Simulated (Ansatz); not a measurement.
# BClHO: relaxed scan of one distance

The task is a relaxed scan of one distance, for BClHO.

Program: Ansatz 0.2.0, driven from Python. Level of theory: PBE+D4/def2-SVP. These are calculated values, not measurements.

**1. The system**

Bond lengths: O1–B2 1.481 Å, B2–Cl3 1.824 Å, O1–H4 1.044 Å. Angles: O1–B2–Cl3 118.4°, B2–O1–H4 105.3°.

The script holds or builds the structure itself.

**2. The code**

File bclho_relaxed_scan.py:

```python
"""One bond of BClHO held at set lengths while the rest relaxes."""

from dataclasses import dataclass

import ansatz as az
import numpy as np


@dataclass
class Settings:
    basis_set: str = "def2-SVP"
    xc: str = "pbe"
    vdw: str = "d4"


opts = Settings()

GEOMETRY = """
O     0.36950    0.13630   -0.92960
B    -0.72630   -0.14710    0.02520
Cl   -0.34190   -1.11240    1.52410
H     0.75430    1.06290   -0.64000
"""


def main() -> None:
    bclho = az.Crystal.molecule()
    for line in GEOMETRY.strip().splitlines():
        symbol, *xyz = line.split()
        bclho = bclho.atom(symbol, [float(v) for v in xyz])

    calc = (
        bclho.calculation()
        .basis(gaussian=opts.basis_set)
        .functional(opts.xc, dispersion=opts.vdw)
        .spin("collinear", total=1)
    )
    symbols = [site.symbol for site in bclho.cartesian_sites]
    pairs = [(0, 1), (0, 3), (1, 2)]
    print("held (A)   E (eV)        ", "  ".join(f"{symbols[i]}{i}-{symbols[j]}{j}" for i, j in pairs))
    for length in [1.36, 1.48, 1.6, 1.78, 2.0]:
        data = calc.relax(constraints=[az.DistanceConstraint((0, 1), at=length)], force_tolerance=0.02, max_steps=60).run(threads=1).report
        xyz = np.array(data["positions_ang"])
        print(f"{length:6.2f} {data['free_energy_ev']:14.5f}  ", "  ".join(f"{np.linalg.norm(xyz[i] - xyz[j]):.3f}" for i, j in pairs))


if __name__ == "__main__":
    main()
```

**3. The input behind the calls**

The engine receives this input (first run):

```yaml
crystal:
  periodic: [false, false, false]
  atoms:
    - { symbol: O, position_ang: [0.3695, 0.1363, -0.9296] }
    - { symbol: B, position_ang: [-0.7263, -0.1471, 0.0252] }
    - { symbol: Cl, position_ang: [-0.3419, -1.1124, 1.5241] }
    - { symbol: H, position_ang: [0.7543, 1.0629, -0.64] }
basis:
  gaussian:
    orbitals: def2-SVP
hamiltonian:
  xc: pbe
  dispersion: d4
magnetization:
  spin_polarized: true
  initial_magnetization: 1.0
relax:
  f_tol: 0.02
  max_steps: 60
  constraints:
    - { distance: [0, 1], at: 1.36 }
```

**4. The run**

Command:

```
$ python bclho_relaxed_scan.py
```

The log of the run:

```text
held (A)   E (eV)         O0-B1  O0-H3  B1-Cl2
DeckWarning: relax.constraints: the input's atoms, or those drawn, lie off the distances that are held; a relaxation that starts there is brought onto them ahead of its first SCF, by positions alone, an atom by 6.04e-2 Å at the most. With the symmetry [...]
  1.36   -15248.35417   1.360  0.976  1.754
  1.48   -15248.07185   1.480  0.977  1.740
  1.60   -15247.53629   1.600  0.978  1.730
  1.78   -15246.59747   1.780  0.981  1.718
  2.00   -15245.51425   2.000  0.982  1.708
```

(Warnings from the package without file and line, shortened, repeats left out.)

Wall time 56 s (1 thread of Arm Neoverse V2, shared host); peak memory 0.21 GiB.

**5. Run by run**

The 5 runs, in the order started:

```
run  distance (Å)  energy from run 1 (eV)  <S²>  SCF cycles in all  CPU time (s)
  1          1.36                  0.0000  0.75                 71            11
  2          1.48                  0.2823  0.75                 77            12
  3          1.60                  0.8179  0.75                 68           9.5
  4          1.78                  1.7567  0.75                 79            11
  5          2.00                  2.8399  0.76                 88            12
```

**6. How the relaxation of run 1 went**

The steps of the relaxation:

| step | energy from step 1 (eV) | largest force component (eV/Å) |
| --- | --- | --- |
| 1 | 0.0000 | 2.7275 |
| 2 | -0.1752 | 1.0752 |
| 3 | -0.2953 | 0.3644 |
| 4 | -0.4321 | 2.2970 |
| 5 | -0.6300 | 0.4133 |
| 6 | -0.6392 | 0.3107 |
| 7 | -0.6427 | 0.0163 |

Step 1 is the start.

Before: Bond lengths: O1–B2 1.481 Å, B2–Cl3 1.824 Å, O1–H4 1.044 Å. Angles: O1–B2–Cl3 118.4°, B2–O1–H4 105.3°.

After: Bond lengths: O1–B2 1.360 Å, B2–Cl3 1.754 Å, O1–H4 0.976 Å. Angles: O1–B2–Cl3 121.5°, B2–O1–H4 111.7°.

**7. Path of the relaxation of run 5**

The steps of the relaxation:

```
step  energy from step 1 (eV)  largest force component (eV/Å)
   1                   0.0000                          0.9955
   2                  -0.0612                          0.5040
   3                  -0.1047                          1.0324
   4                  -0.1276                          2.5745
   5                  -0.2701                          0.3220
   6                  -0.2723                          0.0801
   7                  -0.2726                          0.0062
```

Step 1 is the start.

Before: Bond lengths: O1–B2 1.481 Å, B2–Cl3 1.824 Å, O1–H4 1.044 Å. Angles: O1–B2–Cl3 118.4°, B2–O1–H4 105.3°.

After: Bond lengths: B2–Cl3 1.708 Å, O1–H4 0.982 Å.

**8. Outcome**

| quantity | value |
| --- | --- |
| runs compared | 5 |
| range of energy | 2.840 eV |
| lowest point, distance (Å) | 1.36 |

What this shows: The lowest point is at the first value of the scan; the highest lies 2.840 eV above it. The distance scanned is the script's pair 0, 1. Run 1: The relaxation took 6 moves; the largest shift is 0.534 Å, of atom 4 (H). Run 5: The relaxation took 6 moves; the largest shift is 0.570 Å, of atom 4 (H). What to keep in mind:
- The energies are electronic: no zero-point or thermal terms, and the basis set is short of its limit.
- The run takes the species as open-shell (spin multiplicity 2), which needn't be its ground state.
